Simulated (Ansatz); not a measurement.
H$_{5}$OSi$_{2}$ (`[SiH2]O[SiH3]`) radical, relaxed with UKS PBE0-D4/def2-TZVP in Ansatz from a PBE-D4/def2-SVP geometry. The force threshold is 0.005 eV/Å; the program also tests the step.

Total charge 0; spin multiplicity 2.

Start:

```xyz
8

Si   -0.918   -1.568   -0.181
O    -0.299   -0.041   -0.505
Si    0.901    1.015    0.010
H    -2.124   -1.755   -1.069
H    -1.329   -1.662    1.275
H     0.802    2.259   -0.822
H     2.259    0.392   -0.170
H     0.709    1.360    1.463
```

| step | energy (eV) | largest force (eV/Å) | largest move (Å) |
| --- | --- | --- | --- |
| 1 | -17876.7057 | 0.756 | 0.000 |
| 2 | -17876.7544 | 0.471 | 0.034 |
| 3 | -17876.7694 | 0.065 | 0.024 |
| 4 | -17876.7698 | 0.045 | 0.004 |
| 5 | -17876.7703 | 0.066 | 0.021 |
| 6 | -17876.7715 | 0.031 | 0.023 |
| 7 | -17876.7722 | 0.011 | 0.029 |
| 8 | -17876.7723 | 0.004 | 0.011 |
| 9 | -17876.7723 | 0.007 | 0.008 |
| 10 | -17876.7723 | 0.008 | 0.006 |
| 11 | -17876.7723 | 0.007 | 0.006 |
| 12 | -17876.7724 | 0.012 | 0.037 |
| 13 | -17876.7724 | 0.017 | 0.013 |
| 14 | -17876.7724 | 0.012 | 0.009 |
| 15 | -17876.7724 | 0.008 | 0.005 |
| 16 | -17876.7724 | 0.003 | 0.009 |
| 17 | -17876.7724 | 0.003 | 0.006 |
| 18 | -17876.7724 | 0.003 | 0.011 |

End:

```xyz
8

Si   -0.926   -1.553   -0.151
O    -0.206   -0.119   -0.472
Si    0.903    0.988    0.007
H    -2.073   -1.710   -1.088
H    -1.403   -1.578    1.265
H     0.702    2.218   -0.795
H     2.273    0.461   -0.218
H     0.729    1.295    1.451
```

Hardware: 2 threads of a server CPU on a shared host. Wall time 110 s, peak host memory 0.3 GiB.
